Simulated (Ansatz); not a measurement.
## Fluorite CeO2

These are PBEsol in Ansatz (plane waves, PAW) values and carry that method's errors.

Settings: plane-wave cutoff 520 eV, 12×12×12 k mesh, Fermi–Dirac smearing 0.01 eV, no spin polarisation, scalar-relativistic PAW data made under PBE.

Cell (relaxed at this level):

Space group Fm-3m (No. 225); a = b = c = 5.398 Å, α = β = γ = 90.00°

```
atom  site  symmetry       x       y       z
----  ----  --------  ------  ------  ------
Ce      4a      m-3m  0.0000  0.0000  0.0000
O       8c      -43m  0.2500  0.2500  0.2500
```
(The calculation used a cell of 3 atoms; values per cell refer to that cell.)

```
Property                                      Result
-------------------------------------------  -------
bulk modulus B0                              192 GPa
band gap                                     1.98 eV
smallest direct gap on the k points sampled  2.08 eV
Γ–Γ gap                                      2.97 eV
pressure derivative B′ of the bulk modulus       4.4
```

Measured, for comparison: band gap 3 eV (temperature not stated, no zero-point or thermal correction, O 2p to Ce 4f, our sources range from 3.00 to 3.20; as tabulated in Tran et al. (2019), arXiv:1908.01820); bulk modulus 220 ± 9 GPa (room temperature, no zero-point or thermal correction, our sources range from 220 to 230; as tabulated in High Pressure Brillouin Spectroscopy and X-ray Diffraction of Cerium Dioxide …). Computed (rounded) less measured: bulk modulus -13 % (-13 % to -17 % over the range).

Spin–orbit coupling is not included.

The result took about 40 core-seconds (a rough figure).

Ansatz is a program for electronic structure.
